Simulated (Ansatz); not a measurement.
## CO: the energy of protonation at one site, step by step

With the Python package of Ansatz (0.2.0).

`co.xyz`
```text
2

C     0.00000    0.00000    0.00000
O     0.00000    0.00000    1.31000
```

Interactive session:
```pycon
>>> import ansatz as az
>>> import numpy as np
>>> geometry = az.Crystal.molecule_from_extxyz('co.xyz')
>>> calculation = geometry.calculation()
>>> calculation = calculation.basis(gaussian='def2-SVP')
>>> calculation = calculation.functional('PBE0')
>>> symbols = [site.symbol for site in geometry.cartesian_sites]
>>> start = np.array([site.position_ang for site in geometry.cartesian_sites], dtype=float)
>>> summary = calculation.relax(force_tolerance=0.01, max_steps=100).run(threads=1).report
>>> end = np.array(summary['positions_ang'])
>>> # put the proton on the side away from the neighbours, slightly off axis
>>> away = sum((end[1] - end[j]) / np.linalg.norm(end[1] - end[j]) for j in [0]) + np.array([0.15, 0.1, -0.2])
>>> proton = end[1] + 1.0 * away / np.linalg.norm(away)
>>> acid = az.Crystal.molecule()
>>> for symbol, place in zip(symbols, end):
...     acid = acid.atom(symbol, place.tolist())
...
>>> acid = acid.atom('H', proton.tolist())
>>> protonated = acid.calculation()
>>> protonated = protonated.basis(gaussian='def2-SVP')
>>> protonated = protonated.functional('PBE0')
>>> protonated = protonated.charge(1)
>>> protonated = protonated.relax(force_tolerance=0.01, max_steps=80)
>>> after = protonated.run(threads=1).report
>>> xyz = np.array(after['positions_ang'])
>>> reach = np.linalg.norm(xyz[:-1] - xyz[-1], axis=1)
>>> print(f'base {summary["free_energy_ev"]:.5f} eV, protonated {after["free_energy_ev"]:.5f} eV')
base -3077.50135 eV, protonated -3082.25686 eV
>>> print(f'the proton ends {reach.min():.3f} A from {symbols[reach.argmin()]}{reach.argmin()}')
the proton ends 1.000 A from O1
>>> print(f'electronic proton affinity {(summary["free_energy_ev"] - after["free_energy_ev"]):.3f} eV')
electronic proton affinity 4.756 eV
```

Caveats:
- Total energies depend on the basis set; only differences at equal settings carry meaning.
- The proton is put on one chosen atom, which needn't be the most basic site, so the molecule's proton affinity can be higher; the ends are stationary points, not checked by frequencies, and zero-point and thermal terms count only where printed.
- The spin state was assumed, and another may lie lower.
- Timing: 3.3 s on 1 thread of Intel(R) Xeon(R) 6975P-C (Granite Rapids), with other jobs on the host, peak memory 0.18 GiB.
